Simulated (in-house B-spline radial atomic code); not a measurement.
# Functionals against successive ionisation energies: Si to Si⁶⁺

Ionisation energies as differences of self-consistent total energies from a B-spline radial code for spherical atoms: all electrons, radial basis limit, scalar-relativistic (one-electron X2C), spin-polarised at highest spin, spherical densities; exact exchange is averaged over the determinants of each configuration. No spin-orbit coupling, Breit or QED terms. NIST's values run from ground level to ground level, so in open shells the differences also hold multiplet and fine-structure energies that spherical high-spin averages miss. Columns give computed minus NIST, in eV; a star marks a semi-empirical value. Species are left out where the tabulated value is theory, is uncertain by more than 0.12 eV, or (13 ions, such as In⁴⁺, Te⁴⁺ and Bi⁴⁺) lies off its series for all methods alike, which flatters the means a little.

```
species  shell        NIST (eV)   PBE0  B3LYP  B97-1   AM05
     Si     3p             8.15  +0.12  0.00  -0.04  +0.04
    Si⁺     3p            16.35  -0.03  -0.04  -0.16  -0.14
   Si²⁺     3s            33.49  -0.18  +0.11  +0.09  -0.29
   Si³⁺     3s            45.14  +0.36  +0.77  +0.03  +0.19
   Si⁴⁺     2p           166.77  +0.28  +0.53  +0.36  +0.07
   Si⁵⁺     2p  205.28 ± 0.005*  +0.35  +0.65  +0.45  +0.09
   Si⁶⁺     2p   246.57 ± 0.05*  -0.46  -0.04  -0.41  -1.24
```

How do the methods rank, and which species is hardest?

Mean absolute (signed) differences: B97-1 0.22 (+0.05) eV; PBE0 0.25 (+0.06) eV; AM05 0.29 (-0.18) eV; B3LYP 0.31 (+0.28) eV. For Si²⁺, which loses a 3s electron, the nearest method is off by +0.09 eV, the largest such miss.
